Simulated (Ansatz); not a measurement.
# CH5AlMg (SMILES [MgH][CH2][AlH2]): a relaxed scan of the bond length C2–Al3

An exercise on one series of results from a longer session: the logs are not shown, and one member is left open.

The runs use Ansatz 0.2.0, Gaussian basis; single points in def2-TZVPP.

Levels: PBE-D4, r2SCAN-D4, PBE0-D4, B3LYP-D4, wB97M-V, Hartree-Fock, MP2, CCSD, CCSD(T). The scan takes 1.563, 1.643, 1.761, 1.898, 2.050, 2.214, 2.389, 2.572, 2.763 Å.

Correlated methods freeze the cores. The outer core shell of Li, Na, Mg and K is correlated. B3LYP uses VWN-RPA correlation.

35 further runs of the same task are left out: 35 set aside as unsound or not needed.

## The system as given

The minimum, relaxed at PBE0-D4: SMILES `[MgH][CH2][AlH2]`, 8 atoms, charge 0, spin multiplicity 1.

Atoms are counted from 1 here; the program's logs count them from 0.

Bond lengths: Mg1–C2 2.087 Å, Mg1–H4 1.704 Å, C2–Al3 1.906 Å, C2–H5 1.098 Å, C2–H6 1.098 Å, Al3–H7 1.594 Å, Al3–H8 1.594 Å. Angles: C2–Mg1–H4 178.1°, Mg1–C2–Al3 115.9°, Mg1–C2–H5 102.4°, Mg1–C2–H6 102.4°, Al3–C2–H5 113.0°, Al3–C2–H6 113.0°, H5–C2–H6 109.1°, C2–Al3–H7 120.5°, C2–Al3–H8 120.5°, H7–Al3–H8 118.7°.

As a file:

```xyz
8

Mg   -1.5848    0.8099   -0.7160
C     0.1790    0.6074    0.3806
Al    1.0534   -1.0802    0.2437
H    -3.0296    1.0269   -1.5925
H    -0.1505    0.8388    1.4020
H     0.7883    1.4386    0.0022
H     2.0914   -1.3607   -0.9336
H     0.6527   -2.2806    1.2135
```

Energies of the minimum (eV), from earlier single points: PBE-D4 -13150.75481, r2SCAN-D4 -13157.36303, PBE0-D4 -13152.16306, B3LYP-D4 -13161.29606, wB97M-V -13157.88661, CCSD(T) -13138.14244.

At the minimum the bond length C2–Al3 is 1.906 Å.

The first run:

The input, relax/in.yaml:

```yaml
crystal:
  periodic: [false, false, false]
  atoms:
    - {symbol: Mg, position_ang: [-1.584845, 0.809884, -0.716029]}
    - {symbol: C, position_ang: [0.179045, 0.607411, 0.380619]}
    - {symbol: Al, position_ang: [0.896236, -0.776786, 0.268348]}
    - {symbol: H, position_ang: [-3.029551, 1.026879, -1.592472]}
    - {symbol: H, position_ang: [-0.150499, 0.838751, 1.402007]}
    - {symbol: H, position_ang: [0.788312, 1.438648, 0.002178]}
    - {symbol: H, position_ang: [1.934158, -1.057321, -0.908981]}
    - {symbol: H, position_ang: [0.495506, -1.977203, 1.238160]}
basis:
  gaussian: {orbitals: def2-TZVP}
hamiltonian: {xc: pbe0, dispersion: d4}
relax: {f_tol: 0.005, max_steps: 200, constraints: [{distance: [1, 2]}]}
```

The command line of these runs was not kept.

Steps of the session up to this table: C2–Al3 = 1.563 Å; C2–Al3 = 1.643 Å; C2–Al3 = 1.761 Å; C2–Al3 = 1.898 Å; C2–Al3 = 2.050 Å; C2–Al3 = 2.214 Å; C2–Al3 = 2.389 Å; C2–Al3 = 2.572 Å; C2–Al3 = 2.763 Å.

One of the session's tables, all rows but one given; the rest of the session is left out.

It belongs to the step «The curves». Energies less that of the minimum at the same level (eV):

```
bond length (Å)  PBE-D4  PBE0-D4  B3LYP-D4  wB97M-V  Hartree-Fock
          1.563   1.700    1.658     1.670    1.653         1.784
          1.643   0.884    0.848     0.858    0.843         0.925
          1.761   0.233    0.211     0.217    0.208         0.240
          1.898   0.002    0.000     0.001    0.000         0.001
1.906 (minimum)   0.000    0.000     0.000    0.000         0.000
          2.050       ?        ?         ?        ?             ?
          2.214   0.435    0.493     0.470    0.509         0.495
          2.389   0.865    0.959     0.916    0.995         0.988
          2.572   1.313    1.447     1.376    1.514         1.513
          2.763   1.744    1.915     1.823    2.018         2.013
```

**Question.** Estimate the row for bond length (Å) = 2.050.

The run gave: PBE-D4: 0.111; PBE0-D4: 0.136; B3LYP-D4: 0.127; wB97M-V: 0.142; Hartree-Fock: 0.128.
